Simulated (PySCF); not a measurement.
Compound: 1,4-butanediol, C₄H₁₀O₂.
SMILES with atom numbers: `[OH:1][CH2:2][CH2:3][CH2:4][CH2:5][OH:6]` (hydrogens: H7 on O1; H8, H9 on C2; H10, H11 on C3; H12, H13 on C4; H14, H15 on C5; H16 on O6)

Computed by this run: PBE0-D3(BJ)/def2-TZVP geometry optimisation, gas phase (PySCF); density fitting, grid level 2; the optimiser is geomeTRIC in internal coordinates, started from a GFN2-xTB structure with every atom displaced at random (about 0.01 Å).

Step 0: E = -8398.8430 eV
```
atom  x, y, z in Å  |  force x, y, z in eV/Å
O1      2.3135    0.6786    0.1492   -0.074   0.633  -0.223
C2      1.6607   -0.4795   -0.2973    0.295  -0.710   1.026
C3      0.4145   -0.8409    0.5267    1.370   0.381   0.734
C4     -0.5960    0.2613    0.5400   -2.192  -0.320  -0.447
C5     -1.3771    0.3676   -0.8019    0.004   0.356   1.119
O6     -2.4256    1.3191   -0.7442   -0.068  -0.060   0.215
H7      2.5155    0.6105    1.0809    0.011  -0.183   0.218
H8      2.3911   -1.3114   -0.2765   -0.415  -0.015  -0.170
H9      1.3843   -0.2837   -1.3136   -0.096   0.063  -0.725
H10     0.0072   -1.7703    0.1587   -0.261  -0.414  -0.168
H11     0.7435   -1.0250    1.5758   -0.096  -0.067  -0.519
H12    -0.1548    1.2197    0.7690    0.220   0.323   0.087
H13    -1.3839    0.0582    1.3178    0.701   0.143  -0.420
H14    -1.7801   -0.6117   -1.0803    0.138  -0.160  -0.053
H15    -0.7121    0.7225   -1.5759    0.149   0.014  -0.389
H16    -3.0243    1.0863   -0.0196    0.315   0.017  -0.284
```

Step 1: E = -8398.9479 eV
```
atom  x, y, z in Å  |  force x, y, z in eV/Å
O1      2.2993    0.6915    0.0435   -0.027   0.058   0.059
C2      1.6362   -0.5034   -0.3026   -0.233   0.026  -0.125
C3      0.4320   -0.8181    0.5741   -0.003   0.013   0.018
C4     -0.6512    0.2539    0.5897    0.017   0.085  -0.098
C5     -1.3248    0.4251   -0.7608    0.012   0.010  -0.077
O6     -2.4002    1.3379   -0.7426    0.141   0.083  -0.085
H7      2.5579    0.6405    0.9673    0.018  -0.019   0.007
H8      2.3245   -1.3565   -0.2870    0.061  -0.044  -0.001
H9      1.3165   -0.3636   -1.3414    0.077  -0.055   0.083
H10     0.0035   -1.7690    0.2299    0.036   0.026   0.019
H11     0.7737   -0.9973    1.6005    0.041  -0.008   0.005
H12    -0.2269    1.2199    0.8901   -0.077  -0.127   0.060
H13    -1.4156   -0.0266    1.3294    0.102   0.086  -0.050
H14    -1.6536   -0.5569   -1.1311   -0.009  -0.037  -0.034
H15    -0.6245    0.8297   -1.4955    0.025  -0.042   0.046
H16    -3.0707    0.9940   -0.1548   -0.180  -0.054   0.171
```

Problem. Estimate the geometry and energy of step 2. (The exact step hangs on the optimiser's Hessian estimate; all steps are aligned on step 1, rigid shifts and turns removed.)

Solution. E = -8398.9541 eV, largest force 0.077 eV/Å
```
atom  x, y, z in Å  |  force x, y, z in eV/Å
O1      2.2810    0.6985    0.0543    0.004   0.053   0.008
C2      1.6355   -0.5040   -0.3026   -0.039  -0.018  -0.007
C3      0.4337   -0.8224    0.5698   -0.025  -0.010  -0.001
C4     -0.6482    0.2502    0.5753    0.036  -0.031  -0.060
C5     -1.3303    0.4211   -0.7701   -0.012   0.000   0.030
O6     -2.3963    1.3461   -0.7317    0.002  -0.002  -0.030
H7      2.5359    0.6428    0.9792    0.014  -0.015  -0.008
H8      2.3361   -1.3497   -0.2774    0.014   0.002   0.001
H9      1.3297   -0.3738   -1.3437    0.025  -0.006   0.006
H10     0.0130   -1.7774    0.2312   -0.006   0.001   0.011
H11     0.7792   -0.9943    1.5967    0.008   0.004  -0.003
H12    -0.2232    1.2103    0.8804   -0.023  -0.005   0.018
H13    -1.4069   -0.0199    1.3185   -0.014   0.012   0.026
H14    -1.6710   -0.5588   -1.1393   -0.007   0.011  -0.003
H15    -0.6286    0.8170   -1.5070   -0.006   0.005  -0.001
H16    -3.0634    1.0151   -0.1249    0.029  -0.001   0.014
```

The energy changes by -0.0062 eV. The first-order estimate −F·Δx gives -0.0108 eV and the mean of the old and new forces, exact on a quadratic surface, -0.0060 eV. The step makes an angle of 73° with the force vector and moves no atom by more than 0.037 Å.

The cost below is that of the whole optimisation. On one thread, Arm Neoverse V1 (aarch64), no GPU, shared host with 32 logical CPUs at a one-minute load of 21, this took 3.6 min of wall time and 1.2 GiB of memory at its peak.
